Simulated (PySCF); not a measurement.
These are B3LYP-D3(BJ)/def2-TZVP run with PySCF values and carry that method's errors. All species are isolated molecules in the gas phase. One relaxed conformer stands for a flexible species; it need not be the lowest. B3LYP has the VWN-RPA correlation part, as in Gaussian. Excitations are Tamm–Dancoff values on a coarser integration grid. The basis has no diffuse functions, so Rydberg states are missing or too high.

Reference species (SMILES): `CC` (neutral, multiplicity 1).

```
Property               Result
-------------------  --------
S1 excitation (TDA)   9.35 eV
HOMO                 -9.41 eV
```

Changed species: `NC(CC)=O` (C–C–C–O torsion 25°) (X = carbamoyl; the reference has X = H).

Task: What does the change do to the S1 excitation (TDA) and HOMO?

Result: the S1 excitation (TDA) falls by 3.62 eV, to 5.73 eV; the HOMO goes up by 2.36 eV, to -7.05 eV.
